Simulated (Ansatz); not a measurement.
Isomers of C3H3N, relaxed with PBE0-D4/def2-TZVP in Ansatz; electronic energies, one conformer each and not always the lowest. Functionals use def2-TZVPP; CBS adds triple-zeta CCSD(T) − MP2 to the MP2 limit of def2-TZVPP and def2-QZVPP.

(1) Order them by energy at frozen-core CCSD(T)/CBS, lowest first. (Estimate.)
A. `C=C=C=N`
B. `[H]/N=C/C#C`
C. `C=CC#N`

(2) How do HF/CBS(def2), B3LYP-D4, MP2/CBS(def2), PBE0-D4 place them (kJ/mol, against `C=CC#N`)? (Estimate.)

Results:

(1) C (0.0 kJ/mol), B (143.4 kJ/mol), A (165.8 kJ/mol).

(2) The calculation gave: 
| isomer | HF/CBS(def2) | B3LYP-D4 | MP2/CBS(def2) | PBE0-D4 |
| --- | --- | --- | --- | --- |
| `C=C=C=N` | 190.0 | 140.7 | 174.7 | 139.3 |
| `[H]/N=C/C#C` | 157.3 | 143.6 | 144.4 | 143.2 |

B3LYP here is the variant with VWN-RPA as its local correlation; programs differ in this.
